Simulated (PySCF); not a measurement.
All values below come from PBE-D3(BJ)/def2-TZVP // r2SCAN-D4/def2-TZVP (PySCF). Isolated molecules, 0 K electronic values unless said otherwise. Delta-SCF ions had no search for a lower state. Excitations are Tamm–Dancoff values on a coarser integration grid. The basis has no diffuse functions, so Rydberg states are missing or too high.

Reference species (SMILES): `[SiH2]=S` (neutral, multiplicity 1).

The vertical ionisation energy (Delta-SCF) is 9.47 eV. The S1 oscillator strength is 0.000 and the hole reorganisation energy (four-point) is 0.283 eV. The T1 excitation (TDA) comes out as 2.47 eV.

After one change: the vertical ionisation energy (Delta-SCF) rises by 1.24 eV; the S1 oscillator strength hardly moves; the hole reorganisation energy (four-point) falls by 0.241 eV; the T1 excitation (TDA) rises by 0.74 eV.

Question: Which change was made? The new species is one of these.
(A) `[SiH2]=[Se]`
(B) `C=O`
(C) `C=[Se]`
(D) `N=[SiH2]`

Answer: B, `C=O`
